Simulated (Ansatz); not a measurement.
Basis-set extrapolation for `C[B]S` radical (PBE0-D4/def2-TZVP geometry, frozen core, Ansatz). Multiplicity 2, UHF reference.

```
                      def2-TZVPP   def2-QZVPP
                 HF  -462.424116  -462.438192
    MP2 correlation    -0.430023    -0.461926
CCSD(T) correlation    -0.490997      not run
```

Energies in hartree. Use E(X) = E(∞) + A·exp(−7.88·√X) for Hartree–Fock and E(X) = E(∞) + B·X^(−2.97) for correlation, with X = 3 and 4, and add CCSD(T) minus MP2 of the smaller set to the MP2 limit.

Question: What is the CCSD(T) energy at the basis-set limit?

Answer: HF limit: -462.438192 + (-0.014076) × 0.13774 = -462.44013. MP2 limit: -0.461926 + (-0.031903) × 0.74074 = -0.48556. Higher-order term: -0.490997 − (-0.430023) = -0.06097. Total: -462.98666 hartree, 44.9 kcal/mol below CCSD(T)/def2-TZVPP.
